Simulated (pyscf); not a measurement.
This saddle point was located with ωB97X-D3(BJ)/def2-SVP in PySCF.

```xyz
8

B     -1.0317    -0.1737    -0.3462
O     -0.8611     0.4729     1.0749
H     -0.6102    -1.3122    -0.3675
H     -2.1318     0.0584    -0.8045
H     -0.3896    -0.1182     1.6748
O      0.0393     0.8385    -0.8891
H     -0.1110     1.0566     0.3055
H     -0.3677     1.5157    -1.4434
```
Charge 0, spin multiplicity 1.

Surface: singlet, charge 0. Lowest wavenumbers (cm⁻¹): 1252i, 430, 642, 725, 772.

Problem. What reaction is this the transition state of?

Solution. H₂B–OH (SMILES BO) + H₂O (SMILES O) <-> H₂B–OH (SMILES BO) + H₂O (SMILES O), a four-centre exchange read from left to right: B–O, H–O broken and B–O, H–O formed. At CCSD(T)/def2-TZVPP + ΔMP2(QZVPP) it lies +12.5 kcal/mol from the left side and +12.5 kcal/mol from the right (each side as separated species at their lowest minima found). This is the saddle that the search found; another between the same sides may lie lower. The CCSD(T) − MP2 part came from Ansatz, without density fitting, on the same reference.
